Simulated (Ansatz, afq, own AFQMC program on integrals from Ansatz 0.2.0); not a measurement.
GeH2O, singlet in cc-pVDZ, levels against CCSDT(Q)

```xyz
4

Ge    0.0000    0.0000    0.2326
O     0.0000    0.0000   -1.1777
H     0.0000    1.1116    0.9662
H     0.0000   -1.1116    0.9662
```

Connectivity, by distances: GeH2–O.

Basis cc-pVDZ. Only valence electrons are correlated. Integrals, coupled cluster, full CI and functionals: Ansatz 0.2.0; the random walks run on the same integrals in our own AFQMC program. The CISD trial takes its coefficients from CCSD amplitudes. Released means that phaseless walkers are propagated on without the constraint, phases kept. Free projection: walkers drawn from exp(T), propagated without any constraint. Its projection time is finite, and what remains of the start isn't in its error. Uncertainties: one standard error, sampling alone. No spin–orbit coupling.

Determinant: RHF, the one that the program's search chose, which needn't be the lowest solution. The geometry is a point of a scan.

No full CI on the walks' own integrals is used here; CCSDT(Q) serves as the reference and is uncertain by about the last step of the cluster series.

Cautions: no relativity below Rb; no spin-orbit coupling; inner d shell frozen; the released energies move by 1.5 errors or more from one time to the next, so no released level is given (meV from the phaseless value at times in 1/Eh: -20 ± 16 at 0.24, -27 ± 14 at 0.51, -50 ± 16 at 0.99, -37 ± 17 at 1.62, -87 ± 25 at 2.40), though the last usable value meets CCSDT(Q) within the noise.

The T1 diagnostic is 0.0198, the weight of the determinant in the CISD state is 0.895 and the size of the correlated space is 12 electrons in 36 orbitals.

Reference: CCSDT(Q), correlation energy -8.150 eV.

| level | E − E(reference) (mEh) | share of correlation (%) |
| --- | --- | --- |
| HF | 299.50 | 0.00 |
| MP2 | 22.91 | 92.35 |
| CCSD | 9.10 | 96.96 |
| CCSD(T) | 1.55 | 99.48 |
| CCSDT | 1.00 | 99.66 |
| ph-AFQMC/HF | -4.27 ± 2.54 | 101.43 |
| ph-AFQMC/CISD | 1.54 ± 0.59 | 99.49 |
| free AFQMC | 0.80 ± 0.84 | 99.73 |

Free projections are given only where their last times agree within the noise and don't stop above the reference; a slow remainder of the start can still hide under it. A walk keeps the symmetry of its determinant, which the program's search chose and which needn't be the lowest solution, so a lower state of the same spin and another symmetry isn't excluded.
